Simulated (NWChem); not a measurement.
# AlH3Cl− (SMILES [H][Al-]([H])([H])[Cl]): levels of theory compared

We compute a comparison of 5 runs (HF/STO-3G, HF/def2-SVP, PBE0/def2-TZVP, TPSS/6-31G*, PBE/cc-pVDZ) of AlH3Cl−. 

The calculation is run with NWChem 7.3.0.

### Step 1. The structure to begin with

AlH3Cl−: 5 atoms, total charge -1, spin state singlet. SMILES: `[H][Al-]([H])([H])[Cl]`. Geometry: a GFN2-xTB relaxation, a rough one for these elements and not checked as a minimum.

Bond lengths: Al1–Cl2 2.096 Å, Al1–H3 1.609 Å, Al1–H4 1.608 Å, Al1–H5 1.609 Å. Angles: Cl2–Al1–H3 107.0°, Cl2–Al1–H4 107.2°, Cl2–Al1–H5 107.4°, H3–Al1–H4 111.6°, H3–Al1–H5 111.7°, H4–Al1–H5 111.8°.

### Step 2. Energy and gradient at HF/STO-3G (run 1)

alclh3.xyz

```xyz
5
AlClH3
Al    -0.002450     0.000420    -0.134210
Cl     0.013850    -0.018360     1.961810
H      1.532100     0.011680    -0.616990
H     -0.775390     1.334390    -0.590440
H     -0.768110    -1.328130    -0.620160
```

alclh3.nw

```
start alclh3
title "AlClH3"
memory total 2200 mb
charge -1
geometry noautosym nocenter noautoz
   load alclh3.xyz
end
basis spherical bse
   * library STO-3G
end
scf
   singlet
   rhf
   thresh 1e-08
   maxiter 80
   print low
end
task scf gradient
```

Command:

```console
$ nwchem alclh3.nw > alclh3.out
```

The program printed:

```text
[...]
  functions       =    21
[...]
  wavefunction    = RHF
[...]
         Total SCF energy =   -695.309595854726
      One-electron energy =  -1132.519266247384
      Two-electron energy =    358.980209572750
 Nuclear repulsion energy =     78.229460819908
        Time for solution =      0.3s
[...]
                         RHF ENERGY GRADIENTS
    atom               coordinates                        gradient
                 x          y          z           x          y          z
   1 Al     -0.004630   0.000794  -0.253620   -0.000233  -0.000876   0.069295
   2 Cl      0.026173  -0.034695   3.707283   -0.000056   0.000442  -0.032462
   3 H       2.895249   0.022072  -1.165942    0.041487   0.000406  -0.012388
   4 H      -1.465275   2.521631  -1.115770   -0.020602   0.035943  -0.011703
   5 H      -1.451517  -2.509802  -1.171932   -0.020596  -0.035916  -0.012741
 Task  times  cpu:        0.5s     wall:        0.5s
 Total times  cpu:        0.5s     wall:        0.5s
```

Wall time 1.1 s (1 thread of Intel Xeon Platinum 8488C (Sapphire Rapids), shared host); peak memory 0.099 GiB.

### Step 3. Energy and forces at HF/def2-SVP (run 2)

alclh3.nw

```
echo
start alclh3
title "AlClH3"
memory stack 880 mb heap 220 mb global 1100 mb
charge -1

geometry units bohr noautosym nocenter noautoz
  Al  -0.00462983   0.00079368  -0.25362014
  Cl   0.02617271  -0.03469537   3.70728361
  H    2.89524940   0.02207200  -1.16594212
  H   -1.46527474   2.52163164  -1.11576989
  H   -1.45151753  -2.50980196  -1.17193255
end

basis spherical bse
  * library def2-SVP
end

scf
  thresh 1e-08
  maxiter 80
  print medium
end

task scf gradient
```

Command:

```console
$ nwchem alclh3.nw > alclh3.out
```

The program printed:

```text
[...]
  functions       =    51
[...]
  wavefunction    = RHF
[...]
         Total SCF energy =   -703.029328414703
      One-electron energy =  -1137.600861660680
      Two-electron energy =    356.342078034766
 Nuclear repulsion energy =     78.229455211212
        Time for solution =      1.5s
[...]
                         RHF ENERGY GRADIENTS
    atom               coordinates                        gradient
                 x          y          z           x          y          z
   1 Al     -0.004630   0.000794  -0.253620   -0.000179  -0.000328   0.028912
   2 Cl      0.026173  -0.034695   3.707284   -0.000184   0.000519  -0.044167
   3 H       2.895249   0.022072  -1.165942   -0.005674   0.000006   0.005195
   4 H      -1.465275   2.521632  -1.115770    0.003112  -0.005082   0.005073
   5 H      -1.451518  -2.509802  -1.171933    0.002925   0.004885   0.004987
[...]
```

It took 3 s on 1 thread of Intel Xeon Platinum 8488C (Sapphire Rapids), shared host; peak memory 0.097 GiB.

Runs 3 to 4 aren't shown in full; the table further down has their settings and results.

### Step 4. Energy and gradient at PBE/cc-pVDZ (run 5)

run.py

```python
from ase import Atoms
from ase.calculators.nwchem import NWChem

system = Atoms(['Al', 'Cl', 'H', 'H', 'H'], positions=[
    [-0.002450, 0.000420, -0.134210],
    [0.013850, -0.018360, 1.961810],
    [1.532100, 0.011680, -0.616990],
    [-0.775390, 1.334390, -0.590440],
    [-0.768110, -1.328130, -0.620160],
])

calc = NWChem(
    label='alclh3',
    theory='dft',
    memory='2200 mb',
    basis='cc-pVDZ',
    basispar='spherical bse',
    charge=-1,
    dft={'xc': 'xpbe96 cpbe96', 'mult': '1', 'grid': 'xfine', 'convergence': 'energy 1e-08', 'iterations': '100', 'mulliken': None},
)
system.calc = calc

forces = system.get_forces()
print(f"energy = {system.get_potential_energy():.6f} eV")
print("forces (eV/A):")
for s, f in zip(system.symbols, forces):
    print(f"{s:2s} {f[0]:10.5f} {f[1]:10.5f} {f[2]:10.5f}")
print("dipole (e A):", system.get_dipole_moment().round(4))
```

Command:

```console
$ export ASE_NWCHEM_COMMAND="nwchem PREFIX.nwi > PREFIX.nwo"
$ python run.py
```

The program printed:

```text
energy = -19161.831848 eV
forces (eV/A):
Al    0.00252    0.01779   -1.83325
Cl    0.01347   -0.02797    2.56617
H     0.46933    0.00118   -0.24981
H    -0.24729    0.41523   -0.24117
H    -0.23808   -0.40623   -0.24194
dipole (e A): [-0.0038  0.0023 -0.318 ]
```

The calculator wrote alclh3.nwi:

```
title "alclh3"

permanent_dir alclh3

scratch_dir alclh3

start alclh3

geometry units angstrom nocenter noautosym noautoz
  Al -2.4499999999999999e-03 4.2000000000000002e-04 -1.3421000000000000e-01
  Cl 1.3849999999999999e-02 -1.8360000000000001e-02 1.9618100000000001e+00
  H  1.5321000000000000e+00 1.1679999999999999e-02 -6.1699000000000004e-01
  H  -7.7539000000000002e-01 1.3343900000000000e+00 -5.9043999999999996e-01
  H  -7.6810999999999996e-01 -1.3281300000000000e+00 -6.2016000000000004e-01
end

charge -1

memory 2200 mb

basis spherical bse noprint
   * library cc-pVDZ
end

dft
  xc xpbe96 cpbe96
  mult 1
  grid xfine
  convergence energy 1e-08
  iterations 100
  mulliken
end

task dft gradient
```

alclh3.nwo:

```text
Northwest Computational Chemistry Package (NWChem) 7.3.0
             --------------------------------------------------------

           Job information
           ---------------

    nwchem branch   = 7.3.0
    use scalapack   = T
    input           = alclh3.nwi
    prefix          = alclh3.
    data base       = alclh3/alclh3.db
    status          = startup
    nproc           =        1

           Memory information
           ------------------

[... 5 lines left out ...]
    hardfail = no
[... 99 lines left out ...]
  convergence criterion.
[... 39 lines left out ...]
          Spatial weights used:  Erf1
[... 34 lines left out ...]
 1-e energy   =   -1162.951333
[... 41 lines left out ...]
           Coulomb energy =      403.410220016180
[... 422 lines left out ...]
          Convergence on density requested:  1.00D-05
[... 25 lines left out ...]
          total energy or number of iterations.
[... 36 lines left out ...]
                 ----------------------------------------
                 |  Time  |  1-e(secs)   |  2-e(secs)   |
                 ----------------------------------------
                 |  CPU   |       0.00   |       7.90   |
                 ----------------------------------------
                 |  WALL  |       0.00   |       7.90   |
                 ----------------------------------------

 Task  times  cpu:       27.5s     wall:       27.5s
 Total times  cpu:       27.5s     wall:       27.5s
```

It took 29 s on 1 thread of Intel Xeon Platinum 8488C (Sapphire Rapids), shared host; peak memory 0.12 GiB.

### Step 5. All runs side by side

```tsv
run	level	iteration cap	module	energy (Eh)	largest force (eV/Å)	wall time
1	HF/STO-3G	80	scf	-695.309596	3.564	1.1 s
2	HF/def2-SVP	80	scf	-703.029328	2.271	3 s
3	PBE0/def2-TZVP	100	dft	-704.285958	1.864	21 s
4	TPSS/6-31G* (spherical functions)	100	dft	-704.542447	2.203	14 s
5	PBE/cc-pVDZ	100	dft	-704.184338	2.566	29 s
```

### Step 6. Results

| quantity | value |
| --- | --- |
| run 5: total energy | -704.18434 Eh |
| run 5: HOMO energy | -0.87 eV |
| run 5: LUMO energy | 5.10 eV |
| run 5: HOMO–LUMO gap (to an unbound level, set by the basis) | 5.97 eV |
| run 5: largest force on an atom | 2.566 eV/Å |

Totals of different functionals can't be ranked against each other. In run 1 the basis is minimal, so the values are rough. All runs together took 68 s, the longest 29 s.
